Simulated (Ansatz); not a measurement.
For zinc-blende CuCl, LDA (PAW; Ansatz, an electronic-structure program) gives:

| Quantity | Result |
|---|---|
| lattice constant a | 5.208 Å |
| bulk modulus | 74.4 GPa |
| cohesive energy | 3.71 eV/atom |
| band gap at the measured cell | 0.39 eV |
| TO(Γ) frequency | 190 cm⁻¹ |
| elastic constant C11 | 83.7 GPa |
| elastic constant C44 | 18.2 GPa |
| Voigt–Reuss–Hill shear modulus | 12.4 GPa |

Problem. What does PBE0 in Ansatz (plane waves, PAW) give for the same quantities?

Solution. 
- lattice constant a: 5.442 Å (rises by 4.5 %)
- bulk modulus: 46.6 GPa (shrinks by 37 %)
- cohesive energy: 2.85 eV/atom (falls by 0.86 eV/atom)
- band gap at the measured cell: 3.08 eV (goes up by 2.69 eV)
- zone-centre TO phonon frequency: 147 cm⁻¹ (falls by 23 %)
- elastic constant C11: 54.9 GPa (decreases by 34 %)
- elastic constant C44: 16.8 GPa (falls by 7.7 %)
- Voigt–Reuss–Hill shear modulus: 11.2 GPa (decreases by 9.7 %)

For comparison: lattice constant a 5.409 Å (measured, low temperature, extrapolated to low temperature; as tabulated in arXiv:1206.3780); bulk modulus 38.1 GPa (measured, temperature not stated, no zero-point or thermal correction; as tabulated in Gopakumar et al. (2017), arXiv:1612.07068); cohesive energy 3.1 ± 0.03 eV/atom (worked out here from tabulated enthalpies at 298 K, copied from a table, unchecked, brought to a static lattice with a Debye model, atoms in their spin–orbit ground levels; inputs from the CRC Handbook); band gap 3.39 eV (measured, 2 K, zero-point motion not removed; as tabulated in arXiv:1206.3780).

Changes are worked out from the printed values.

Unless a cell is named, each level is at its own relaxed cell (LDA 17.65, PBE0 20.15 Å³/atom).

Density-functional gaps are differences of (generalised) Kohn–Sham levels.

Ansatz's density-functional and Hartree–Fock values are scalar-relativistic unless marked +SOC, with PAW data made under PBE.
